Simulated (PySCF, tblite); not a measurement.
# C2H5NO, a complex of two parts: NMR shifts, interaction energy, infrared bands, spin-spin couplings and core binding energies

The task here is to estimate one member of a computed series from the others.

Programs: tblite 0.8.0 and PySCF 2.14.0. All values are calculated, for the isolated system unless a continuum is named. Atoms count from 0, parts from 1.

## The system as given

9 atoms, charge 0, multiplicity 1; geometry: rigid parts in contact. Parts: 1 = atoms 0–2, `O`, charge 0; 2 = atoms 3–8, `CC#N`, charge 0.

Set-up of the first run:

The job: settings as JSON, then the geometry in Å.

```
{"job": {"kind": "dock", "xc": "GFN2-xTB", "basis": "xTB"}, "charge": 0, "multiplicity": 1, "parts": [{"atoms": "0-2", "charge": 0, "multiplicity": 1}, {"atoms": "3-8", "charge": 0, "multiplicity": 1}]}
O      0.002074     0.379055     0.015468
H      0.771103    -0.193556    -0.013473
H     -0.773177    -0.185499    -0.001994
C      1.930484     0.056106     2.456792
C      2.636416    -0.622891     1.405734
N      3.197902    -1.162710     0.569781
H      1.501954     0.979824     2.069791
H      1.132948    -0.583991     2.832106
H      2.619978     0.288606     3.267443
```

Level: GFN2-xTB search for minima from random contacts, gas phase.

Command:

```
$ OMP_NUM_THREADS=1 python cluster_run.py task.json out
```

This one command runs all jobs of the session in turn.

Among the steps run: Search for minima with GFN2-xTB; Optimising the geometry at PBE0-D3(BJ)/def2-TZVPD; Nuclear shieldings: PBE0/pcSseg-2; Coupled-cluster interaction energy: CCSD(T) and MP2.

One table of the session follows, with a row left open; its other results are not shown here.

It belongs to the step «Coupled-cluster interaction energy: CCSD(T) and MP2». 

| method | interaction energy (kcal/mol) |
| --- | --- |
| HF/aug-cc-pVDZ | ? |
| MP2/aug-cc-pVDZ | -4.31 |
| CCSD/aug-cc-pVDZ | -3.91 |
| CCSD(T)/aug-cc-pVDZ | -4.15 |
| HF/aug-cc-pVQZ | -2.98 |
| MP2/aug-cc-pVQZ | -4.91 |
| SCS-MP2/aug-cc-pVQZ | -4.28 |
| MP2, extrapolated | -5.01 |
| CCSD(T), limit estimate | -4.85 |

Q: Estimate the row for HF/aug-cc-pVDZ from the others.

**Answer.** interaction energy (kcal/mol): -2.96. In the column «interaction energy (kcal/mol)» it is the highest.
